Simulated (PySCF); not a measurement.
Constitutional and geometric isomers with formula C2H3N. All species are isolated molecules in the gas phase. Strings in code marks are SMILES.

Calculation: PBE0-D3(BJ)/def2-TZVP in PySCF. 

| species | HOMO–LUMO gap (eV) | dipole moment (D) |
|---|---|---|
| `C=C=N` | … | 1.50 |
| `CC#N` | 10.33 | 4.02 |
| `C#CN` | 7.34 | 1.88 |
| `[C-]#[N+]C` | 9.42 | … |

Task: Some entries are withheld; supply them.

Result: 
- `C=C=N`, HOMO–LUMO gap (eV): 6.86
- `[C-]#[N+]C`, dipole moment (D): 3.89
